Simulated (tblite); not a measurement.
# C4H8O: the cost of one run

The runs use tblite 0.8.0 and PySCF 2.14.0, with density-fitted response routines of our own; the level of theory stands in each step. All values are computed, except where a source is named. Atoms are numbered from 0 throughout.

## Step 1: The starting structure

13 atoms, charge -1, multiplicity 2; geometry from: force field or distance geometry start.

Bonds of the start (Å): C0–C1 1.48, C1–C2 1.46, C2–C3 1.52, C3–O4 1.39, C0–H5 1.11, C0–H6 1.11, C0–H7 1.13, C1–H8 1.09, C2–H9 1.13, C3–H10 1.13, C3–H11 1.09, O4–H12 0.99.

## Step 2: Relaxing the molecule with GFN2-xTB

Job settings and geometry (Å):

```
{"job": {"kind": "relax", "xc": "GFN2-xTB", "basis": "xTB"}, "charge": -1, "multiplicity": 2}
C      1.983300     0.186700    -0.376800
C      0.874800    -0.375300     0.426100
C     -0.325000     0.425900     0.619400
C     -1.487900    -0.249700    -0.094300
O     -2.671000     0.460800     0.055600
H      2.927300     0.051700     0.182800
H      2.096800    -0.388900    -1.318600
H      1.816500     1.286700    -0.594000
H      0.872000    -1.438800     0.646900
H     -0.618600     0.429400     1.709500
H     -1.649900    -1.241500     0.430300
H     -1.215700    -0.380800    -1.138900
H     -2.607000     1.234300    -0.565600
```

Started as:

```console
OMP_NUM_THREADS=1 python probes_run.py task.json out
```

The driver reads the jobs from task.json and runs them one after another.

Q: Estimate the wall time of this first job on 1 thread of Intel Xeon at 2.50GHz, shared host.

About 1.5 s.
